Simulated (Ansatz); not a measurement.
# GaCl3: geometry, orbitals and charge

Aim: characterise GaCl3 as a singlet: its structure, frontier levels and distribution of charge.

Method: RKS PBE0-D4/def2-TZVP; program: Ansatz 0.2.0, Gaussian basis.

Levels to be run: relaxation at PBE0-D4/def2-SVP; a search for the lowest solution at PBE0-D4/def2-SVP; a single point at PBE0-D4/def2-TZVP.

## Step 1: The system as given

4 atoms, charge 0, spin multiplicity 1.

Atoms are counted from 1 here; the program's logs count them from 0.

Bond lengths: Ga1–Cl2 2.089 Å, Ga1–Cl3 2.089 Å, Ga1–Cl4 2.090 Å. Angles: Cl2–Ga1–Cl3 120.0°, Cl2–Ga1–Cl4 120.0°, Cl3–Ga1–Cl4 120.0°.

The start is a GFN2-xTB geometry.

## Step 2: Optimising with PBE0-D4/def2-SVP

The input, in.yaml:

```yaml
crystal:
  periodic: [false, false, false]
  atoms:
    - {symbol: Ga, position_ang: [0.000110, 0.000230, -0.000110]}
    - {symbol: Cl, position_ang: [2.088980, -0.026770, 0.012640]}
    - {symbol: Cl, position_ang: [-1.021390, 1.822360, -0.016660]}
    - {symbol: Cl, position_ang: [-1.067690, -1.795830, 0.004130]}
basis:
  gaussian: {orbitals: def2-SVP}
hamiltonian: {xc: pbe0, dispersion: d4}
scf: {omitted_lower_state_checks: [starts]}
output: {orbitals: {seedname: orbitals}}
relax: {f_tol: 0.02, max_steps: 100}
```

Run with:

```console
ansatz run in.yaml --threads 4 --pin off --events-out ev --progress --plain --max-ram 3916MiB
```

After this run come: Searching for the lowest solution, PBE0-D4/def2-SVP; Single point, PBE0-D4/def2-TZVP.

Before running them: what should the planned runs give, taken together? Wanted: point group; commonest bond; HOMO, LUMO at PBE0-D4/def2-TZVP; dipole at PBE0-D4/def2-SVP.

The runs gave:

| quantity | value |
| --- | --- |
| point group | D3h |
| commonest bond | Cl–Ga, 3 of mean length 2.121 Å |
| HOMO, LUMO at PBE0-D4/def2-TZVP | -9.46, -2.04 eV |
| dipole at PBE0-D4/def2-SVP | 0.00 D |

In words: The molecule keeps its bonding pattern by the stored test; the atoms moved 0.03 Å (rms). No usable vibrations, so a minimum isn't proven. The HOMO lies nearest to Cl2, Cl3, Cl4 about 33 % each and the LUMO to Ga1 46 %; Cl2, Cl3, Cl4 about 18 % each.
